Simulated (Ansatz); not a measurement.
**C₃H₄N₂: one species, many methods**

An exercise on one series of results from a longer session: the logs are not shown, and one member is left open.

The runs use Ansatz 0.2.0, Gaussian basis; functionals in def2-TZVPP, the program's frozen cores in correlated methods.

The runs, in order: LDA (SPW92), PBE-D4, revPBE-D4, BLYP-D4, r2SCAN-D4, B97M-V, PBE0-D4, B3LYP-D4, r2SCANh-D4, r2SCAN0-D4, HSE06-D4, BHLYP-D4, CAM-B3LYP-D4, LC-ωPBE, ωB97X-V, ωB97M-V, B2PLYP, PBE-QIDH; CCSD(T)/def2-SVP; CCSD(T)/def2-TZVPP; MP2/def2-QZVPP; extrapolation to the limit; RPA on PBE.

## Structure used throughout

An earlier PBE0-D4 in a triple-zeta def2 set relaxation fixed the geometry.

SMILES `N=C1CC1=N`, 9 atoms, charge 0, spin multiplicity 1.

Atoms are counted from 1 here; the program's logs count them from 0.

Bond lengths: N1–C2 1.255 Å, N1–H6 1.022 Å, C2–C3 1.491 Å, C2–C4 1.442 Å, C3–C4 1.491 Å, C3–H7 1.090 Å, C3–H8 1.090 Å, C4–N5 1.255 Å, N5–H9 1.022 Å. Angles: C2–N1–H6 110.6°, N1–C2–C3 143.3°, N1–C2–C4 155.6°, C3–C2–C4 61.1°, C2–C3–C4 57.8°, C2–C3–H7 118.4°, C2–C3–H8 118.4°, C4–C3–H7 118.4°, C4–C3–H8 118.4°, H7–C3–H8 114.2°, C2–C4–C3 61.1°, C2–C4–N5 155.6°, C3–C4–N5 143.3°, C4–N5–H9 110.6°.

Set-up of the first run:

Input file in.yaml:

```yaml
crystal:
  periodic: [false, false, false]
  atoms:
    - {symbol: N, position_ang: [-0.156651, 0.357380, -1.927724]}
    - {symbol: C, position_ang: [0.018434, 0.024446, -0.730608]}
    - {symbol: C, position_ang: [0.664176, -0.995168, 0.145287]}
    - {symbol: C, position_ang: [-0.118754, 0.146452, 0.699828]}
    - {symbol: N, position_ang: [-0.511122, 0.672756, 1.769238]}
    - {symbol: H, position_ang: [-0.721750, 1.207116, -1.985201]}
    - {symbol: H, position_ang: [0.227482, -1.992414, 0.188738]}
    - {symbol: H, position_ang: [1.748767, -0.978284, 0.247592]}
    - {symbol: H, position_ang: [-1.062081, 1.511616, 1.575650]}
basis:
  gaussian: {orbitals: def2-TZVPP}
hamiltonian: {xc: lda}
output: {orbitals: {seedname: orbitals}}
```

The run is started by

```
ansatz run in.yaml --threads 2 --pin off --events-out ev --progress --plain --max-ram 4352MiB
```

Among the steps run: LDA; PBE-D4 (GGA); revPBE-D4 (GGA); BLYP-D4 (GGA); r2SCAN-D4 (meta-GGA); B97M-V (meta-GGA); B3LYP-D4 (hybrid); r2SCANh-D4 (hybrid); r2SCAN0-D4 (hybrid); HSE06-D4 (hybrid); BHLYP-D4 (hybrid); CAM-B3LYP-D4 (range-separated); LC-ωPBE (range-separated); ωB97X-V (range-separated); ωB97M-V (range-separated); B2PLYP (double hybrid); PBE-QIDH (double hybrid).

One of the session's tables, all rows but one given; the rest of the session is left out.

It belongs to the step «Frontier levels by functional». 

| functional | HOMO (eV) | LUMO (eV) | gap (eV) |
| --- | --- | --- | --- |
| LDA (SPW92) | -5.79 | -3.48 | 2.31 |
| PBE-D4 | -5.67 | -3.26 | 2.41 |
| revPBE-D4 | -5.62 | -3.18 | 2.44 |
| BLYP-D4 | -5.60 | -3.11 | 2.49 |
| r2SCAN-D4 | ? | ? | ? |
| B97M-V | -6.08 | -3.01 | 3.06 |
| PBE0-D4 | -7.10 | -2.30 | 4.80 |
| B3LYP-D4 | -6.90 | -2.51 | 4.39 |
| r2SCANh-D4 | -6.46 | -2.79 | 3.66 |
| r2SCAN0-D4 | -7.27 | -2.25 | 5.01 |
| HSE06-D4 | -6.70 | -2.68 | 4.01 |
| BHLYP-D4 | -8.49 | -1.17 | 7.32 |
| CAM-B3LYP-D4 | -8.53 | -1.13 | 7.40 |
| LC-ωPBE | -9.83 | -0.02 | 9.81 |
| ωB97X-V | -9.49 | -0.05 | 9.44 |
| ωB97M-V | -9.40 | -0.09 | 9.31 |

**Question.** Estimate the row for r2SCAN-D4.

Worked estimate for «HOMO (eV)». Against the share of exact exchange, r2SCANh-D4 (0.1, -6.46), r2SCAN0-D4 (0.25, -7.27) give a slope of -5.40 per unit share; at 0 the line stands at -5.92.

As computed: HOMO (eV): -5.92; LUMO (eV): -3.15; gap (eV): 2.77. In «HOMO (eV)» the line misses by 0.00.
